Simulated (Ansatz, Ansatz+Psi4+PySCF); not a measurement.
```json
{"atom": "Al", "x (Å)": "0.0000", "y (Å)": "0.0000", "z (Å)": "0.0000"}
{"atom": "C", "x (Å)": "0.0000", "y (Å)": "0.0000", "z (Å)": "2.0137"}
```

Basis set: cc-pVTZ on C; cc-pV(T+d)Z on Al (spherical functions). Frozen core: 6 orbitals. Charge 0, multiplicity 4.

Computed with Ansatz (development build ahead of 0.2.0); the reference of a correlated method needn't be the lowest determinant of its kind.

The atomization energy at this shape (free ground-state atoms in the same class of orbitals less the molecule, no zero-point energy) of quartet AlC:

```
  method  atomization energy
UHF-CCSD        307.1 kJ/mol
```

**Question.** What does UHF-CCSD(T) give?

**Answer.** 317.2 kJ/mol. Caution: the reference determinant was not shown to be the lowest.
